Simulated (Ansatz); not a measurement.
**BSi (doublet): the correlation ladder at distance Si1–B2 = 6.384 Å, cc-pVDZ**

Aim: climb from Hartree-Fock through coupled cluster and multireference methods for BSi (doublet) at one geometry and basis, and see what each rung misses.

Computed with Ansatz 0.2.0, Gaussian basis. Level: cc-pVDZ, core rule «outside noble gas», up to 6 orbitals frozen.

Plan: UHF; CCSD(T) on UHF; BCCD(T) on ROHF; CISD; CCSDT(Q) on ROHF; CCSDT(Q) on UHF; CASSCF and MRCISD+Q, 3 electrons in 3 orbitals; CASSCF and NEVPT2, 3 electrons in 3 orbitals; CASSCF and MRCISD+Q, 7 electrons in 8 orbitals; CASSCF and NEVPT2, 7 electrons in 8 orbitals; Full CI; Full CI in the symmetry of the determinant.

26 further runs of the same task are left out: 5 for a known fault of the program, 17 that didn't finish, 4 set aside as unsound or not needed.

## (1) The system

The geometry derives from a PBE0/def2-TZVP stationary point (not a proven minimum). One bond is set to the value named and the two fragments are kept rigid.

2 atoms, charge 0, spin multiplicity 2.

Atoms are counted from 1 here; the program's logs count them from 0.

No contacts short enough for the rule that draws bonds.

## (2) UHF

Input file in.yaml:

```yaml
crystal:
  periodic: [false, false, false]
  atoms:
    - {symbol: Si, position_ang: [0.000000, 0.000000, 0.000000]}
    - {symbol: B, position_ang: [0.000000, 0.000000, 6.384000]}
basis:
  gaussian: {orbitals: cc-pVDZ}
magnetization: {spin_polarized: true, initial_magnetization: 1}
hamiltonian: {xc: hf}
output: {orbitals: {seedname: orbitals}}
```

Run with:

```bash
$ ansatz run in.yaml --threads 1 --pin off --events-out ev --progress --plain --max-ram 2393MiB
```

The runs that follow: CCSD(T) on UHF; BCCD(T) on ROHF; CISD; CCSDT(Q) on ROHF; CCSDT(Q) on UHF; CASSCF and MRCISD+Q, 3 electrons in 3 orbitals; CASSCF and NEVPT2, 3 electrons in 3 orbitals; CASSCF and MRCISD+Q, 7 electrons in 8 orbitals; CASSCF and NEVPT2, 7 electrons in 8 orbitals; Full CI; Full CI in the symmetry of the determinant.

**Question.** What will the summary of the whole plan be? Wanted: FCI below the UHF energy; UMP2 from FCI; UCCSD(T) from FCI; UCCSDT(Q) from FCI; NEVPT2 pair from FCI; MRCISD+Q pair from FCI; NEVPT2 valence from FCI; effectively unpaired electrons.

The runs gave:

| quantity | value |
| --- | --- |
| FCI below the UHF energy | -3.4096 eV |
| UMP2 from FCI | +1192.7 meV |
| UCCSD(T) from FCI | +22.7 meV |
| UCCSDT(Q) from FCI | +0.9 meV |
| NEVPT2 pair from FCI | +1150.5 meV |
| MRCISD+Q pair from FCI | -107.4 meV |
| NEVPT2 valence from FCI | +692.1 meV |
| levels within 1 kcal/mol (43 meV) | UCCSD(T), UCCSDT, UCCSDT(Q), MRCISD+Q valence |
| effectively unpaired electrons | 3.43 |

UCCSD(T) lands +22.7 meV from the yardstick (0.7 % of the correlation energy). MRCISD+Q pair, MRCISD+Q valence fall below full CI: the +Q correction isn't variational, and the cores differ from full CI's. The occupations show strong static correlation (3.4 unpaired electrons where one determinant has 1). Coupled cluster on one determinant still stays close here. Of the multireference levels listed MRCISD+Q valence comes nearest in total energy (-17.4 meV), which doesn't show that its space is the better one. The lowest state has another symmetry than the determinant, whose own symmetry lies 0.01 eV higher, so single-reference misses include that gap. These misses are within one basis, not against nature; the frozen cores of restricted and unrestricted runs differ, which can shift their rows.
